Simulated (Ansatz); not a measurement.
# One shape, several levels: H3S+ (sulfonium)

Aim: a comparison of 6 runs (UHF/6-31G, B2PLYP/3-21G, HSE06/3-21G, PBE/6-31G, UPBE0/3-21G, UPBE0/6-31G) of H3S+ (sulfonium). 

The calculation is run with Ansatz 0.2.0.

9 further runs of the same task are left out: 7 that didn't finish, 2 set aside as unsound or not needed.

## (1) The molecule

The species is H3S+ (4 atoms), meant as a singlet with charge +1. As SMILES, `[SH3+]`. The H2–S1 distance was set to 3.389 Å, away from the relaxed value. At this shape a bond of the SMILES string is far longer than usual.

Bond lengths: S1–H3 1.355 Å, S1–H4 1.355 Å. Angles: H3–S1–H4 93.7°.

## (2) A single-point energy at UHF/6-31G (run 1)

job.yaml reads:

```yaml
crystal:
  periodic: [false, false, false]
  atoms:
    - {symbol: S, position_ang: [-0.517972, -0.673650, -2.216383]}
    - {symbol: H, position_ang: [0.848020, 0.280920, 0.734350]}
    - {symbol: H, position_ang: [-1.313742, -1.610670, -1.645403]}
    - {symbol: H, position_ang: [-1.475092, 0.285180, -2.183873]}
basis:
  gaussian:
    orbitals: 6-31G
total_charge: 1
magnetization:
  spin_polarized: true
hamiltonian:
  xc: hf
accuracy: high
```

On the command line:

```
ansatz run job.yaml --threads 1 --pin off --max-ram 2610MiB --events-out events.jsonl --progress --plain --runs-dir runs
```

Standard output:

```text
Warning: RAYON_NUM_THREADS=1 ignored (pool sized by the plan → 1); use --threads N
Functional definition: HF
  name "HF"
  exchange = exact_x
  correlation = 0
398 factors; integrals over basis functions are off by at most 4.5e-9 eV
mean field evaluation 1: about -10845.7527 eV, gradient 1.6e1 eV
mean field evaluation 2: about -10845.7557 eV, gradient 1.6e1 eV
mean field evaluation 4: about -10848.4035 eV, gradient 2.9e0 eV
mean field evaluation 8: about -10848.6075 eV, gradient 4.9e-2 eV
mean field evaluation 16: about -10848.6076 eV, gradient 7.0e-4 eV
mean field evaluation 32: about -10851.2598 eV, gradient 1.3e-4 eV
mean field -10851.25982193 eV, -398.7764432077 hartree, gradient 2.6e-8 eV, S^2 0.993029; 2 other end points of the search recorded, 0 dependent functions left out
reference -10851.25982193 eV, -398.7764432077 hartree; 9, 9 occupied and 10, 10 virtual orbitals, 398 factors
Total energy: -10851.25982193 eV, -398.7764432077 hartree
```

It took 0.2 s on 1 thread of Arm Neoverse V2, shared host.

## (3) The energy at B2PLYP/3-21G (run 2)

run.yaml reads:

```yaml
crystal:
  periodic: [false, false, false]
  atoms:
    - {symbol: S, position_ang: [-0.517972, -0.673650, -2.216383]}
    - {symbol: H, position_ang: [0.848020, 0.280920, 0.734350]}
    - {symbol: H, position_ang: [-1.313742, -1.610670, -1.645403]}
    - {symbol: H, position_ang: [-1.475092, 0.285180, -2.183873]}
basis:
  gaussian: {orbitals: 3-21G.json}
total_charge: 1
hamiltonian: {xc: {name: B2PLYP}}
correlation: {frozen_orbitals: {H: 0, S: 5}}
accuracy: high
```

The basis set 3-21G is read from a file made from the Basis Set Exchange's data (not shown).

On the command line:

```
ansatz run run.yaml --threads 1 --pin off --max-ram 2610MiB --events-out events.jsonl --progress --plain --runs-dir runs
```

Standard output (excerpt; [...] marks lines left out):

```text
Warning: RAYON_NUM_THREADS=1 ignored (pool sized by the plan → 1); use --threads N
Functional definition: B2PLYP
  name "B2PLYP"
[...]
349 factors; integrals over basis functions are off by at most 4.0e-9 eV
[...]
mean field -10810.49482066 eV, -397.2783570428 hartree, gradient 1.3e-8 eV, S^2 0.000000; 0 other end points of the search recorded, 0 dependent functions left out; unrestricted orbitals would lower it
5 core orbitals not correlated: weight in the atoms' cores, before any rotation towards them, 1.000 or more for the frozen orbitals, at most 0.000 for the correlated occupied ones
reference -10810.49483951 eV, -397.2783577355 hartree; 4, 4 occupied and 10, 10 virtual orbitals, 349 factors
second order -4.89040438 eV of doubles, -0.00000000 eV of singles
Total energy: -10811.81524870 eV, -397.3268818780 hartree
```

Run time: 0.74 s. Hardware: 1 thread of Arm Neoverse V2, shared host.

Runs 3 to 5 aren't shown in full; the table further down has their settings and results.

## (4) The energy at UPBE0/6-31G (run 6)

in.yaml reads:

```yaml
basis:
  gaussian: {orbitals: 6-31G}
crystal:
  periodic: [false, false, false]
  atoms:
    - {symbol: S, position_ang: [-0.517972, -0.673650, -2.216383]}
    - {symbol: H, position_ang: [0.848020, 0.280920, 0.734350]}
    - {symbol: H, position_ang: [-1.313742, -1.610670, -1.645403]}
    - {symbol: H, position_ang: [-1.475092, 0.285180, -2.183873]}
total_charge: 1
magnetization: {spin_polarized: true, initial_magnetization: 0}
hamiltonian: {xc: pbe0}
accuracy: high
```

On the command line:

```
ansatz run in.yaml --threads 1 --pin off --max-ram 2610MiB --events-out events.jsonl --progress --plain --runs-dir runs
```

Standard output:

```text
Warning: RAYON_NUM_THREADS=1 ignored (pool sized by the plan → 1); use --threads N
Functional definition: PBE0
  name "PBE0"
  parameter a = 0.25
  parameter kappa = 0.804
  parameter beta = 0.06672455060314922
  exchange = (1 - a)*pbe_x(kappa = kappa, mu = beta*pi^2/3) + a*exact_x
  correlation = pbe_c(beta = beta)
398 factors; integrals over basis functions are off by at most 4.5e-9 eV
mean field evaluation 1: about -10859.3329 eV, gradient 2.3e1 eV
mean field evaluation 2: about -10839.3321 eV, gradient 4.1e1 eV
mean field evaluation 4: about -10847.7211 eV, gradient 2.8e1 eV
mean field evaluation 8: about -10862.7922 eV, gradient 6.8e0 eV
mean field evaluation 16: about -10865.0555 eV, gradient 3.1e-6 eV
mean field evaluation 32: about -10866.0061 eV, gradient 1.7e-1 eV
mean field -10865.99948434 eV, -399.3181158104 hartree, gradient 1.4e-8 eV, S^2 0.759600; 2 other end points of the search recorded, 0 dependent functions left out
reference -10865.99948630 eV, -399.3181158824 hartree; 9, 9 occupied and 10, 10 virtual orbitals, 398 factors
Total energy: -10865.99948630 eV, -399.3181158824 hartree
```

Run time: 1.9 s. Hardware: 1 thread of Arm Neoverse V2, shared host; peak memory 0.098 GiB.

## (5) Overview of the runs

| run | level | frozen core orbitals | energy (Eh) | wall time |
| --- | --- | --- | --- | --- |
| 1 | UHF/6-31G | – | -398.776443 | 0.2 s |
| 2 | B2PLYP/3-21G | 5 | -397.326882 | 0.74 s |
| 3 | HSE06/3-21G | – | -397.334943 | 0.78 s |
| 4 | PBE/6-31G | – | -399.272913 | 0.73 s |
| 5 | UPBE0/3-21G | – | -397.374885 | 2.6 s |
| 6 | UPBE0/6-31G | – | -399.318116 | 1.9 s |

## (6) Summary of results

```
           quantity          value
run 6: total energy  -399.31812 Eh
        run 6: ⟨S²⟩          0.760
```

Totals of different functionals can't be ranked against each other. In run 2 the log says that unrestricted orbitals would lower the reference, so the values rest on an unstable closed-shell determinant (other closed-shell runs at this shape may share the fault). Spin contamination of the reference: run 1 ⟨S²⟩ = 0.99, run 6 ⟨S²⟩ = 0.76, run 5 ⟨S²⟩ = 0.74. Where it is this large, the reference is a mixture of spin states, and values that rest on it are in doubt. All runs together took 7 s, the longest 2.6 s.
